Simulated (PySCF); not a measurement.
SiH₂, SMILES [SiH2] (connectivity only; charge and spin as stated), neutral, multiplicity 1.

Geometry optimised at PBE-D3(BJ)/def2-TZVPD. The isomer is the one that the SMILES or the coordinates give; other isomers of the formula were not compared.

Method: B3LYP/def2-TZVPD (PySCF).

Symmetry labels are those of the subgroup C2v that the program uses (full group C2v).

Computed valence orbital energies around the gap with their symmetry:
| orbital | symmetry | energy (eV) |
|---|---|---|
| HOMO−7 | A1 | -1799.73 |
| HOMO−6 | A1 | -144.11 |
| HOMO−5 | B1 | -99.59 |
| HOMO−4 | B2 | -99.35 |
| HOMO−3 | A1 | -99.28 |
| HOMO−2 | A1 | -13.81 |
| HOMO−1 | B2 | -8.92 |
| HOMO | A1 | -6.75 |
| LUMO | B1 | -3.32 |
| LUMO+1 | A1 | 0.28 |
| LUMO+2 | B2 | 0.41 |
| LUMO+3 | A1 | 1.68 |
